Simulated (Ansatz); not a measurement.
**Exact exchange and the HOMO–LUMO gap of CClF3**

CClF3: 5 atoms, total charge 0, spin state singlet. SMILES: `FC(F)(F)Cl`. The shape is that of a PBE0-D4/def2-TZVP optimisation.

The HOMO–LUMO gap y, in eV, basis def2-SVPD; a is the functional's share of exact exchange. Programs: Ansatz 0.2.0.

| functional | program | a | y (eV) |
| --- | --- | --- | --- |
| revPBE | Ansatz | 0 | 7.35 |
| r2SCAN | Ansatz | 0 | 8.05 |
| B3LYP | Ansatz | 0.2 | ? |
| r2SCAN0 | Ansatz | 0.25 | 10.46 |
| PBE0 | Ansatz | 0.25 | 9.97 |
| BHLYP | Ansatz | 0.5 | 12.33 |

Fit y = c + s·a to the known rows and predict B3LYP.


1. Means of the 5 rows: a = 0.2000, y = 9.632.
2. Σ(Δa)² = 0.175, Σ(Δa·Δy) = 1.6405, so the slope is 1.6405/0.175 = 9.3743.
3. Intercept: 9.632 − (9.3743) × 0.2000 = 7.757. The largest residual of the fit is 0.41.
4. B3LYP: 7.757 + (9.3743) × 0.2 = 9.63 eV.

The run gave 9.33 eV, so the prediction is off by +0.30 eV, within the scatter of the fit. Exact exchange lowers occupied levels and raises empty ones. The rows mix families of semi-local functionals, which the line can't see.
